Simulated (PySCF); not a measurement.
# AlH under other conditions

How does AlH answer to another spin, charge, distance or environment?

The runs use PySCF 2.14.0; method and basis as typed in the scripts.

1 further run of the same task is left out (it didn't finish).

**1. The system as given**

AlH: 2 atoms, charge 0, spin multiplicity 1.

Bond lengths: Al1–H2 1.515 Å.

**2. The run that the others are compared with**

Input file input.py:

```python
from pyscf import gto, scf, cc

mol = gto.M(
    atom='Al 0 0 0; H 0 0 1.515',
    basis='def2-tzvp',
    charge=0,
    spin=0,
    verbose=4,
)
mf = scf.RHF(mol)
mf = mf.density_fit(auxbasis='def2-universal-jkfit')
mf.kernel()
mycc = cc.CCSD(mf, frozen=5)
mycc.kernel()
mycc.ccsd_t()
mf.dip_moment()
print('orbital energies (hartree):', mf.mo_energy[..., max(0, mol.nelec[1]-3):mol.nelec[0]+3].round(4))
```

Run with:

```console
python input.py
```

The log of this run is left out.

It gives: E(SCF) = -242.453566 Eh, 8 cycles, E(CCSD) − E(SCF) = -0.07890 Eh, (T) = -0.00128 Eh, μ = 0.62 D (of the SCF density).

The bond length is a typed value, not an optimised one.

**3. Bond 1.333 Å**

Run 1 changes bond length: 1.515 Å → 1.333 Å.

Input file input.py:

```python
from pyscf import gto, scf, cc

mol = gto.M(
    atom='Al 0 0 0; H 0 0 1.333',
    basis='def2-tzvp',
    charge=0,
    spin=0,
    verbose=4,
)
mf = scf.RHF(mol)
mf = mf.density_fit(auxbasis='def2-universal-jkfit')
mf.kernel()
mycc = cc.CCSD(mf, frozen=5)
mycc.kernel()
mycc.ccsd_t()
mf.dip_moment()
print('orbital energies (hartree):', mf.mo_energy[..., max(0, mol.nelec[1]-3):mol.nelec[0]+3].round(4))
```

Run with:

```console
python input.py
```

**4. Electric field 0.001 a.u.**

Run 2 changes electric field: none → 0.001 a.u.

input.py, as its differences from that of step 2:

```diff
@@ -11,2 +11,7 @@
 mf = mf.density_fit(auxbasis='def2-universal-jkfit')
+field = 0.001  # electric field along z, atomic units
+h = mf.get_hcore() + field*mol.intor('int1e_r')[2]
+mf.get_hcore = lambda *args: h
+e_nuc = mol.energy_nuc() - field*mol.atom_charges() @ mol.atom_coords()[:, 2]
+mf.energy_nuc = lambda *args: e_nuc
 mf.kernel()
```

**5. Bond 1.697 Å**

Run 3 changes bond length: 1.515 Å → 1.697 Å.

input.py, as its differences from that of step 2:

```diff
@@ -3,3 +3,3 @@
 mol = gto.M(
-    atom='Al 0 0 0; H 0 0 1.515',
+    atom='Al 0 0 0; H 0 0 1.697',
     basis='def2-tzvp',
```

**6. Charge +1 (doublet, UHF)**

Run 4 changes charge: 0 → 1; spin (2S): 0 → 1; SCF type: RHF → UHF.

Input file input.py:

```python
from pyscf import gto, scf, cc

mol = gto.M(
    atom='Al 0 0 0; H 0 0 1.515',
    basis='def2-tzvp',
    charge=1,
    spin=1,
    verbose=4,
)
mf = scf.UHF(mol)
mf = mf.density_fit(auxbasis='def2-universal-jkfit')
mf.kernel()
mycc = cc.CCSD(mf, frozen=5)
mycc.kernel()
mycc.ccsd_t()
mf.dip_moment()
print('orbital energies (hartree):', [e[max(0, n-3):n+3].round(4) for e, n in zip(mf.mo_energy, mol.nelec)])
```

**7. Electric field 0.01 a.u.**

Run 5 changes electric field: none → 0.01 a.u.

input.py, as its differences from that of step 2:

```diff
@@ -11,2 +11,7 @@
 mf = mf.density_fit(auxbasis='def2-universal-jkfit')
+field = 0.01  # electric field along z, atomic units
+h = mf.get_hcore() + field*mol.intor('int1e_r')[2]
+mf.get_hcore = lambda *args: h
+e_nuc = mol.energy_nuc() - field*mol.atom_charges() @ mol.atom_coords()[:, 2]
+mf.energy_nuc = lambda *args: e_nuc
 mf.kernel()
```

**8. PCM, ε = 4.71**

Run 6 changes solvent: none (gas phase) → PCM, ε = 4.71; step after the SCF: ccsd(t) → analyze.

Input file input.py:

```python
from pyscf import gto, scf, solvent

mol = gto.M(
    atom='Al 0 0 0; H 0 0 1.515',
    basis='def2-tzvp',
    charge=0,
    spin=0,
    verbose=4,
)
mf = scf.RHF(mol)
mf = mf.density_fit(auxbasis='def2-universal-jkfit')
mf = solvent.PCM(mf)
mf.with_solvent.eps = 4.71
mf.kernel()
mf.analyze()
print('orbital energies (hartree):', mf.mo_energy[..., max(0, mol.nelec[1]-3):mol.nelec[0]+3].round(4))
```

What does the calculation give? Wanted: for each run, E(SCF); from base; gap, α spin; SCF dipole; after the SCF.

As calculated:

| run | E(SCF) (hartree) | from base (eV) | cycles | gap, α spin (eV) | SCF dipole (D) | after the SCF |
| --- | --- | --- | --- | --- | --- | --- |
| base | -242.453566 | 0 | 8 | 8.61 | 0.62 | CCSD(T) correlation -2.182 eV, core frozen |
| bond 1.333 Å | -242.427070 | +0.7210 | 8 | 8.49 | 1.27 | CCSD(T) correlation -2.195 eV, core frozen |
| electric field 0.001 a.u. | -242.453831 | -0.0072 | 8 | 8.63 | 0.72 | CCSD(T) correlation -2.180 eV, core frozen |
| bond 1.697 Å | -242.457248 | -0.1002 | 8 | 8.70 | 0.12 | CCSD(T) correlation -2.181 eV, core frozen |
| charge +1 (doublet, UHF) | -242.190546 | +7.1571 | 10 | 11.21 | n/a | CCSD(T) correlation -1.178 eV, core frozen |
| electric field 0.01 a.u. | -242.458009 | -0.1209 | 8 | 8.72 | 1.64 | CCSD(T) correlation -2.163 eV, core frozen |
| PCM, ε = 4.71 | -242.460321 | -0.1838 | 8 | 8.92 | 0.90 | n/a |

In words: The largest comparable shift of the SCF energy, +0.721 eV, comes with the run “bond 1.333 Å”. At the SCF level, going to the doublet with one electron fewer costs 7.16 eV at fixed geometry, against 7.74 eV for the negative of the highest filled level. A continuum solvent with ε = 4.71 lowers the energy by 0.184 eV. The dearest run is “charge +1 (doublet, UHF)”, at 8.5 s against 2.8 s.
